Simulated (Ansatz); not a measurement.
Zinc-blende HgTe

All values below come from r²SCAN (Ansatz, a program for electronic structure, PAW).

Numerical settings: plane-wave cutoff 500 eV, 10×10×10 k mesh, Fermi–Dirac smearing 0.05 eV, scalar-relativistic PAW data made under PBE.

Cell: relaxed at this level.

For zinc-blende HgTe, the equilibrium volume per atom is 35.48 Å³/atom and the lattice constant a is 6.572 Å. The band gap is zero (no gap).

Measured, for comparison: equilibrium volume per atom 33.70 Å³/atom, lattice constant a 6.46 Å (room temperature, no zero-point or thermal correction; as tabulated in Cava et al. (2013), arXiv:1302.1059). Computed (rounded) less measured: equilibrium volume per atom +5.3 %, lattice constant a +1.7 %.

Spin–orbit coupling is not included; it can shift volumes and moduli of such heavy elements.

Computed values are for the static lattice.
